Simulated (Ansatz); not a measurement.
Geometry optimisation, UKS BLYP-D4/cc-pVDZ in Ansatz 0.2.0.

input.yaml

```yaml
crystal:
  periodic: [false, false, false]
  atoms:
    - { symbol: C, position_ang: [-0.74074, 0.35176, -0.76685] }
    - { symbol: C, position_ang: [0.02238, 0.88192, 0.3556] }
    - { symbol: Si, position_ang: [0.34287, -1.00968, -0.2097] }
    - { symbol: H, position_ang: [-1.82156, 0.33873, -0.67501] }
    - { symbol: H, position_ang: [-0.46934, 1.265, 1.24263] }
    - { symbol: H, position_ang: [0.95016, 1.39925, 0.15378] }
    - { symbol: H, position_ang: [0.08709, -2.06387, 0.76626] }
    - { symbol: H, position_ang: [1.62913, -1.16311, -0.86671] }
magnetization:
  spin_polarized: true
  initial_magnetization: 1
basis:
  gaussian: { orbitals: cc-pVDZ }
hamiltonian:
  xc: blyp
  dispersion: d4
relax:
  f_tol: 0.02
  max_steps: 50
```

Run as:

```bash
$ ansatz run input.yaml --threads 2 --pin off --max-ram 3072MiB --backend cpu --events-out ev --progress --plain --runs-dir out
```

Where does it end, and by what steps?

The forces met the threshold. After 7 steps the energy has fallen by 0.143 eV; H7 moved furthest, 0.13 Å.

```
step  energy less start (eV)  largest force component (eV/Å)  accepted
   0                  0.0000                           0.868       yes
   1                 -0.1145                           0.263       yes
   2                 -0.1308                           0.141       yes
   3                 -0.1012                           1.066        no
   4                 -0.1414                           0.086       yes
   5                 -0.1424                           0.047       yes
   6                 -0.1430                           0.029       yes
   7                 -0.1432                           0.010       yes
```

```xyz
8
Properties=species:S:1:pos:R:3
C -0.789 0.302 -0.718
C 0.052 0.880 0.368
Si 0.417 -0.966 -0.136
H -1.889 0.343 -0.739
H -0.408 1.251 1.303
H 0.930 1.489 0.067
H -0.021 -2.117 0.717
H 1.707 -1.182 -0.861
```

Run time: 10 s on 2 threads of Intel(R) Xeon(R) Platinum 8488C (Sapphire Rapids) (shared host), peak memory 0.17 GiB.
